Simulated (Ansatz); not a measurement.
CH₆FN₃ (`NC(N)(N)F`), 11 atoms. Total charge 0; spin multiplicity 1. All runs use 4 threads of a server CPU on a shared host. Correlated methods freeze the cores.

Q: How many basis functions does each run have, and how long does it take in Ansatz? RKS PBE0-D4/def2-QZVPP energy; RHF-CCSD(T)/def2-SVP energy; RKS PBE0-D4/def2-SVP energy; RKS LC-ωPBE/def2-TZVPP energy; RKS PBE-QIDH (frozen core)/def2-TZVPP energy; RKS ωB97M-V/def2-QZVPP energy; RKS BLYP-D4/def2-TZVPP energy; RKS ωB97M-V/def2-SVP energy; RHF-CCSD(T)/def2-TZVPP energy; direct RPA on PBE orbitals/def2-TZVPP energy; RKS PBE0-D4/def2-TZVP relaxation (8 steps); RHF-MP2/def2-QZVPP energy. (Estimate.)

A: Ansatz gave: Other jobs shared the machine, so times are rough.

```
                                level                   job  functions  wall time  peak host memory (GiB)
                 RKS PBE0-D4/def2-SVP                energy        100      0.8 s                    0.47
               RKS BLYP-D4/def2-TZVPP                energy        239      1.4 s                    0.27
               RKS LC-ωPBE/def2-TZVPP                energy        239      1.7 s                    0.47
                 RKS ωB97M-V/def2-SVP                energy        100        3 s                    0.47
RKS PBE-QIDH (frozen core)/def2-TZVPP                energy        239      3.7 s                    0.62
                 RHF-CCSD(T)/def2-SVP                energy        100      4.1 s                    0.49
direct RPA on PBE orbitals/def2-TZVPP                energy        239      4.5 s                    0.59
               RKS PBE0-D4/def2-QZVPP                energy        465        6 s                     1.4
               RKS ωB97M-V/def2-QZVPP                energy        465       14 s                     1.8
                RKS PBE0-D4/def2-TZVP  relaxation (8 steps)        191       18 s                    0.43
                   RHF-MP2/def2-QZVPP                energy        465       20 s                       3
               RHF-CCSD(T)/def2-TZVPP                energy        239      2 min                     5.1
```

LC-ωPBE has ω = 0.4 bohr⁻¹.
